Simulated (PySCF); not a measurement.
## The electron affinity along the second row

Calculated with PySCF 2.14 from differences of total energies of unrestricted determinants, without spin-orbit coupling. Values in eV. The last column holds reference values (measured affinities from photodetachment; the arrow runs from anion to atom). Unmarked ones compare directly (S terms, centres of terms, or small fine structure); those marked * lie between the lowest fine-structure levels and include a spin-orbit shift.

| element | configurations | MP2 (valence) | SCS-MP2 (valence) | LDA | PBE | PBE0 | r2SCAN | reference |
| --- | --- | --- | --- | --- | --- | --- | --- | --- |
| Li (aug-cc-pV5Z, non-relativistic) | [He] 2s2 → [He] 2s1 | 0.371 | 0.470 | 0.590 | 0.513 | 0.494 | 0.449 | 0.618 |
| B (aug-cc-pV5Z, non-relativistic) | [He] 2s2 2p2 → [He] 2s2 2p1 | 0.233 | 0.083 | 0.757 | 0.636 | 0.484 | 0.594 | 0.280 |
| C (aug-cc-pV5Z, non-relativistic) | [He] 2s2 2p3 → [He] 2s2 2p2 | 1.295 | 1.000 | 1.815 | 1.597 | 1.419 | 1.491 | 1.262 |
| O (aug-cc-pV5Z, non-relativistic) | [He] 2s2 2p5 → [He] 2s2 2p4 | 1.525 | 1.510 | 2.071 | 1.789 | 1.391 | 1.515 | 1.461 |
| F (aug-cc-pV5Z, non-relativistic) | [Ne] → [He] 2s2 2p5 | 3.742 | 3.570 | 4.129 | 3.660 | 3.237 | 3.304 | 3.401 |

```csv
method,elements,mean error (eV),mean absolute error (eV),largest error (eV)
MP2 (valence),5,0.029,0.146,0.341
SCS-MP2 (valence),5,-0.078,0.165,-0.262
LDA,5,0.468,0.479,0.728
PBE,5,0.235,0.277,0.356
PBE0,5,0.001,0.144,0.204
r2SCAN,5,0.066,0.173,0.314
```

The highest occupied level of the anion is positive for Li⁻ at LDA, PBE, PBE0, r2SCAN; B⁻ at LDA, PBE, PBE0, r2SCAN; C⁻ at LDA, PBE, PBE0, r2SCAN; O⁻ at LDA, PBE, PBE0, r2SCAN; F⁻ at LDA, PBE, r2SCAN, so there the basis helps to hold the electron.

Errors include the incompleteness of the basis and the frozen core.

"Valence" correlates the outer s and p shells and, in groups 3 to 12 and the f block, the outer d or f shell, open or full, or the next shell where the ion has no valence electron left; the wider scheme adds the next inner shell.
